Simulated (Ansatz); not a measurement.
# C₃H₅O radical: small, medium and large basis sets

How large a basis does C₃H₅O radical need? Two functionals are run in growing sets.

The runs use Ansatz 0.2.0, Gaussian basis; one geometry, several basis sets.

Plan: PBE0-D4/def2-SVP; ωB97M-V/def2-SVP; PBE0-D4/def2-QZVPP; ωB97M-V/def2-QZVPP; the functionals' def2-TZVPP values are taken from earlier runs.

### Step 1. The relaxed structure

The geometry comes from an earlier relaxation with PBE0-D4 in a triple-zeta def2 set; it is a stationary point, not always the lowest conformer.

SMILES `[CH2]C(C)=O`, 9 atoms, charge 0, spin multiplicity 2.

Atoms are counted from 1 here; the program's logs count them from 0.

Bond lengths: C1–C2 1.431 Å, C1–H5 1.083 Å, C1–H6 1.083 Å, C2–C3 1.509 Å, C2–O4 1.229 Å, C3–H7 1.092 Å, C3–H8 1.092 Å, C3–H9 1.090 Å. Angles: C2–C1–H5 118.4°, C2–C1–H6 122.2°, H5–C1–H6 119.4°, C1–C2–C3 119.4°, C1–C2–O4 120.1°, C3–C2–O4 120.4°, C2–C3–H7 109.0°, C2–C3–H8 109.0°, C2–C3–H9 113.1°, H7–C3–H8 107.2°, H7–C3–H9 109.2°, H8–C3–H9 109.2°.

### Step 2. PBE0-D4 in def2-SVP

in.yaml reads:

```yaml
crystal:
  periodic: [false, false, false]
  atoms:
    - {symbol: C, position_ang: [-0.780537, 1.000435, -0.616759]}
    - {symbol: C, position_ang: [0.086968, -0.136328, -0.564055]}
    - {symbol: C, position_ang: [0.540496, -0.661008, 0.775898]}
    - {symbol: O, position_ang: [0.457742, -0.678613, -1.603086]}
    - {symbol: H, position_ang: [-1.095776, 1.362773, -1.587191]}
    - {symbol: H, position_ang: [-1.127201, 1.503869, 0.277221]}
    - {symbol: H, position_ang: [0.234726, -1.704948, 0.870400]}
    - {symbol: H, position_ang: [1.631502, -0.639796, 0.814808]}
    - {symbol: H, position_ang: [0.140480, -0.092585, 1.615562]}
basis:
  gaussian: {orbitals: def2-SVP}
magnetization: {spin_polarized: true, initial_magnetization: 1}
hamiltonian: {xc: pbe0, dispersion: d4}
output: {orbitals: {seedname: orbitals}}
```

Run with:

```sh
ansatz run in.yaml --threads 4 --pin off --events-out ev --progress --plain --max-ram 10444MiB
```

The runs that follow: ωB97M-V in def2-SVP; PBE0-D4 in def2-QZVPP; ωB97M-V in def2-QZVPP.

Before running them: what should the planned runs give, taken together? Wanted: PBE0-D4: double and triple zeta above quadruple; ωB97M-V: double and triple zeta above quadruple.

The runs gave:

| quantity | value |
| --- | --- |
| PBE0-D4: double and triple zeta above quadruple | 6.23, 0.29 eV |
| ωB97M-V: double and triple zeta above quadruple | 6.50, 0.28 eV |

What this shows: PBE0-D4 gains 5.94 eV from double to triple zeta, then 0.29 eV more. Total energies overstate the basis error of differences, where much of it tends to cancel.
